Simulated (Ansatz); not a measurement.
**Molecular dynamics, step by step**

CHO₂ (SMILES O=[C-]O) (charge -1), singlet, BLYP-D4/def2-SVP (Ansatz 0.2.0). Settings (timestep in fs, temperature in K; T counts 6 degrees of freedom):

```yaml
hamiltonian: {xc: {name: BLYP}, dispersion: d4}
md: {n_steps: 30, timestep: 1.0, temperature: 700, ensemble: nvt_nose_hoover, seed: 148, initial_velocities: maxwell_boltzmann}
```

Start (the SMILES describes the start alone):

```csv
atom,x (Å),y (Å),z (Å)
O1,-0.0135,0.3400,1.2708
C2,0.6506,-0.3704,0.4794
O3,0.0651,-0.2822,-0.8977
H4,-0.7022,0.3126,-0.8526
```

```json
{"step": "0", "time (fs)": "0.00", "potential energy less the start (meV)": "0.0", "kinetic energy (meV)": "181.0", "T (K)": "700"}
{"step": "2", "time (fs)": "2.00", "potential energy less the start (meV)": "64.3", "kinetic energy (meV)": "123.4", "T (K)": "477"}
{"step": "4", "time (fs)": "4.00", "potential energy less the start (meV)": "2.9", "kinetic energy (meV)": "177.7", "T (K)": "687"}
{"step": "6", "time (fs)": "6.00", "potential energy less the start (meV)": "91.0", "kinetic energy (meV)": "95.5", "T (K)": "370"}
{"step": "8", "time (fs)": "8.00", "potential energy less the start (meV)": "86.5", "kinetic energy (meV)": "98.7", "T (K)": "382"}
{"step": "10", "time (fs)": "10.00", "potential energy less the start (meV)": "67.7", "kinetic energy (meV)": "112.3", "T (K)": "434"}
{"step": "12", "time (fs)": "12.00", "potential energy less the start (meV)": "177.6", "kinetic energy (meV)": "12.5", "T (K)": "48"}
{"step": "14", "time (fs)": "14.00", "potential energy less the start (meV)": "95.4", "kinetic energy (meV)": "85.0", "T (K)": "329"}
{"step": "16", "time (fs)": "16.00", "potential energy less the start (meV)": "151.9", "kinetic energy (meV)": "35.0", "T (K)": "135"}
{"step": "18", "time (fs)": "18.00", "potential energy less the start (meV)": "129.6", "kinetic energy (meV)": "57.0", "T (K)": "220"}
{"step": "20", "time (fs)": "20.00", "potential energy less the start (meV)": "51.0", "kinetic energy (meV)": "129.8", "T (K)": "502"}
{"step": "22", "time (fs)": "22.00", "potential energy less the start (meV)": "124.1", "kinetic energy (meV)": "66.8", "T (K)": "259"}
{"step": "24", "time (fs)": "24.00", "potential energy less the start (meV)": "30.7", "kinetic energy (meV)": "151.1", "T (K)": "585"}
{"step": "26", "time (fs)": "26.00", "potential energy less the start (meV)": "75.1", "kinetic energy (meV)": "113.2", "T (K)": "438"}
{"step": "28", "time (fs)": "28.00", "potential energy less the start (meV)": "78.4", "kinetic energy (meV)": "111.1", "T (K)": "430"}
{"step": "30", "time (fs)": "30.00", "potential energy less the start (meV)": "-2.2", "kinetic energy (meV)": "186.5", "T (K)": "721"}
```

Step 12, positions (Å) and forces (eV/Å):

```tsv
atom	x	y	z	Fx	Fy	Fz
O1	0.001	0.329	1.317	-0.882	0.813	-0.299
C2	0.626	-0.322	0.497	1.342	-1.449	-0.272
O3	0.059	-0.314	-0.955	1.746	-1.550	0.474
H4	-0.535	0.407	-0.892	-2.205	2.186	0.097
```

Step 16, positions (Å) and forces (eV/Å):

```json
{"atom": "O1", "x": "-0.001", "y": "0.332", "z": "1.322", "Fx": "-0.399", "Fy": "0.404", "Fz": "-0.657"}
{"atom": "C2", "x": "0.629", "y": "-0.325", "z": "0.498", "Fx": "0.583", "Fy": "-0.994", "Fz": "-0.373"}
{"atom": "O3", "x": "0.063", "y": "-0.320", "z": "-0.961", "Fx": "-1.142", "Fy": "2.210", "Fz": "1.286"}
{"atom": "H4", "x": "-0.620", "y": "0.495", "z": "-0.895", "Fx": "0.958", "Fy": "-1.620", "Fz": "-0.255"}
```

Step 18, positions (Å) and forces (eV/Å):

```json
{"atom": "O1", "x": "-0.003", "y": "0.335", "z": "1.323", "Fx": "0.015", "Fy": "-0.009", "Fz": "-1.032"}
{"atom": "C2", "x": "0.635", "y": "-0.332", "z": "0.497", "Fx": "0.033", "Fy": "-0.466", "Fz": "-0.049"}
{"atom": "O3", "x": "0.062", "y": "-0.317", "z": "-0.960", "Fx": "-1.059", "Fy": "2.022", "Fz": "1.216"}
{"atom": "H4", "x": "-0.637", "y": "0.482", "z": "-0.908", "Fx": "1.011", "Fy": "-1.547", "Fz": "-0.135"}
```

Last step (30):

O1  (-0.003, 0.338, 1.271)
C2  (0.638, -0.366, 0.502)
O3  (0.069, -0.281, -0.914)
H4  (-0.771, 0.276, -0.865)
(Å)

Hardware: 2 CPU threads of an Arm Neoverse V2, shared host. Wall time about 9.5 s.
